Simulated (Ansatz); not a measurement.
# ClF+ (doublet): from Hartree-Fock to the top rungs, def2-QZVPP

One table from this session's results is given with a row withheld; the runs are named, their logs left out.

Program: Ansatz 0.2.0, Gaussian basis. Level of theory: def2-QZVPP, core rule «outside noble gas», up to 6 orbitals frozen. These are calculated values, not measurements.

Plan: UHF; ROHF; CCSD(T) on UHF.

2 further runs of the same task are left out: 2 set aside as unsound or not needed.

## The system

The geometry is a PBE0/def2-TZVP stationary point (not a proven minimum) of the parent state, kept for this charge and spin.

2 atoms, charge 1, spin multiplicity 2.

Atoms are counted from 1 here; the program's logs count them from 0.

Bond lengths: F1–Cl2 1.620 Å.

The first run:

Contents of in.yaml:

```yaml
crystal:
  periodic: [false, false, false]
  atoms:
    - {symbol: F, position_ang: [0.000000, 0.000000, 0.000000]}
    - {symbol: Cl, position_ang: [0.000000, 0.000000, 1.619700]}
basis:
  gaussian: {orbitals: "def2-QZVPP.json"}
total_charge: 1
magnetization: {spin_polarized: true, initial_magnetization: 1}
hamiltonian: {xc: hf}
output: {orbitals: {seedname: orbitals}}
```

Launch:

```
$ ansatz run in.yaml --threads 1 --pin off --events-out ev --progress --plain --max-ram 2393MiB
```

Among the steps run: UHF; ROHF; CCSD(T) on UHF.

One table of the session follows, with a row left open; its other results are not shown here.

```
  method  from UCCSD(T) (meV)
    ROHF             +13676.5
     UHF             +13490.6
    UMP2                    ?
   UCCSD               +576.4
UCCSD(T)                    0
```

Q: Estimate the row for UMP2 from the others.

The run gave: from UCCSD(T) (meV): +1100.0. In the column «from UCCSD(T) (meV)» it lies between UCCSD (+576.4) and UHF (+13490.6).
